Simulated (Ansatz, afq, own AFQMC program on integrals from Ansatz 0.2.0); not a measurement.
BGeH, triplet → BGeH⁺, doublet

```yaml
atoms:
  - { symbol: Ge, position_ang: [0.0000, 0.0000, 1.6897] }
  - { symbol: B, position_ang: [0.0000, 0.0000, -0.2506] }
  - { symbol: H, position_ang: [0.0000, 0.0000, -1.4391] }
```

Connectivity, by distances: Ge–BH.

E(doublet, charge +1) − E(triplet, charge +0) at this geometry, on UHF and UHF determinants.

Basis cc-pVDZ. Noble-gas cores (and the filled d shells of Ga–Kr and In–Xe) are frozen. Integrals, coupled cluster, full CI and functionals: Ansatz 0.2.0; the random walks run on the same integrals in our own AFQMC program. ph-AFQMC/CISD is guided by a CISD state made of CCSD amplitudes; releasing the constraint for a short imaginary time cuts its bias at the price of noise, slowly where states lie close. ± is one standard error of the sampling. No spin–orbit coupling. The errors of all members are added in quadrature.

No full CI on the walks' own integrals is used here; CCSDT(Q) serves as the reference and is uncertain by about the last step of the cluster series. Each member takes its own surest rung, up to full CI.

Errors are counted within cc-pVDZ, not against nature.

Cautions: inner d shell frozen; no relativity below Rb; no spin-orbit coupling; BGeH⁺ (doublet): an unrestricted solution with more broken spin lies lower.

Reference (CCSDT(Q)): 810.2 kJ/mol.

```json
{"level": "HF", "vertical ionization energy (kJ/mol)": "755.9", "error against CCSDT(Q) (kJ/mol)": "-54.3"}
{"level": "MP2", "vertical ionization energy (kJ/mol)": "811.2", "error against CCSDT(Q) (kJ/mol)": "1.0"}
{"level": "CCSD", "vertical ionization energy (kJ/mol)": "803.5", "error against CCSDT(Q) (kJ/mol)": "-6.8"}
{"level": "CCSD(T)", "vertical ionization energy (kJ/mol)": "809.0", "error against CCSDT(Q) (kJ/mol)": "-1.2"}
{"level": "CCSDT", "vertical ionization energy (kJ/mol)": "809.7", "error against CCSDT(Q) (kJ/mol)": "-0.5"}
{"level": "ph-AFQMC/CISD", "vertical ionization energy (kJ/mol)": "807.6 ± 1.1", "error against CCSDT(Q) (kJ/mol)": "-2.6 ± 1.1"}
{"level": "released AFQMC", "vertical ionization energy (kJ/mol)": "809.4 ± 1.3", "error against CCSDT(Q) (kJ/mol)": "-0.8 ± 1.3"}
```

Correlation beyond CCSD(T) adds 1.2 kJ/mol. The perturbative (T) step is worth +5.5 kJ/mol.

A walk keeps the symmetry of its determinant, which the program's search chose and which needn't be the lowest solution, so a lower state of the same spin and another symmetry isn't excluded. Released energies are given only where the last usable release times agree within the noise; a slower fall can still hide under it.
